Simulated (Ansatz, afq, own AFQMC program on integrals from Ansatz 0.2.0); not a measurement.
Where AFQMC and coupled cluster stand for AlN, singlet

| atom | x (Å) | y (Å) | z (Å) |
| --- | --- | --- | --- |
| Al | 0.0000 | 0.0000 | 0.0000 |
| N | 0.0000 | 0.0000 | 1.3590 |

Basis 6-31G. Only valence electrons are correlated. AFQMC by an in-house program on the Cholesky factors that Ansatz 0.2.0 writes for its CCSD(T) run. The CISD trial takes its coefficients from CCSD amplitudes. Released means that phaseless walkers are propagated on without the constraint, phases kept. Error bars are statistical, one sigma.

Determinant: UHF, the one that the program's search chose, which needn't be the lowest solution. The geometry is a point of a scan.

Full CI on the same integrals is exact in this basis and with this determinant's frozen core.

Cautions: strong correlation (T1 0.090, weight of the determinant 0.73, largest double 0.20); (Q) is large, 102 meV, so the cluster series hasn't closed; unrestricted determinant spin contaminated (⟨S²⟩ 1.21 against 0.00); CCSD(T) is in doubt: in a space of 8 electrons in 8 natural orbitals full CI lies 201 meV below it; the released energies are still falling, so no released level is given (meV from the phaseless value at times in 1/Eh: -18 ± 4 at 0.24, -28 ± 4 at 0.51, -44 ± 4 at 0.99, -47 ± 4 at 1.62, -69 ± 10 at 2.40).

* T1 diagnostic: 0.0895
* weight of the determinant in the CISD state: 0.731
* ⟨S²⟩ of the determinant: 1.210
* size of the correlated space: 8 electrons in 16 orbitals

Reference: full CI, correlation energy -3.969 eV. The cautions show a poor starting determinant, so the rows tell how each method copes with it here, and full CI is the sure value.

```csv
level,E − E(reference) (kJ/mol),share of correlation (%)
HF,383.0,0.00
MP2,109.9,71.29
CCSD,41.8,89.08
CCSD(T),24.2,93.69
CCSDT,7.0,98.17
CCSDT(Q),-2.8,100.73
CCSDTQ,0.6,99.84
ph-AFQMC/CISD,7.1 ± 0.4,98.14
```

CCSDT and higher add their correlation energy to the determinant of the CCSD(T) run, since their own runs factorise the integrals more tightly (a shift of under 2 meV). A walk keeps the symmetry of its determinant, which the program's search chose and which needn't be the lowest solution, so a lower state of the same spin and another symmetry isn't excluded.
